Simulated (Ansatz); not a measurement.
Calculated with Ansatz (gas phase, PBE0-D4/def2-TZVP geometries, no zero-point term in ΔE). CCSD(T)/CBS is the MP2 limit (def2-TZVPP, def2-QZVPP) plus CCSD(T) − MP2 in def2-TZVPP, frozen cores. This one scheme is used for every species. Functionals use def2-TZVPP. One conformer a species, not always the lowest.

Reaction (formal loss of a carbene): `CC(Cl)OCF` → `[CH]F` + `CC(O)Cl`

| level | ΔE (kJ/mol) |
| --- | --- |
| r2SCAN-D4 | 387.8 |
| BLYP | 339.3 |

What does CCSD(T)/CBS give? (An estimate is asked.)

Ansatz gave: +364.6 kJ/mol. The listed levels differ from it by 23.2, -25.3 kJ/mol.

Largest T1 diagnostic among the species: 0.018.

From BLYP to BHLYP (50 % exact exchange), in def2-TZVPP and without D4, ΔE moves by +25.8 kJ/mol. At CCSD(T), def2-SVP lies +9.5 kJ/mol from the extrapolated value and def2-TZVPP −3.0 kJ/mol. In def2-TZVPP, CCSD(T) changes the Hartree–Fock value by +35.0 kJ/mol (the triples alone add +3.2 kJ/mol) and MP2 by +60.5 kJ/mol.

CCSD(T)/CBS has its own doubt, a few kJ/mol and more with outer-core shells, so smaller differences from it don't rank the levels.
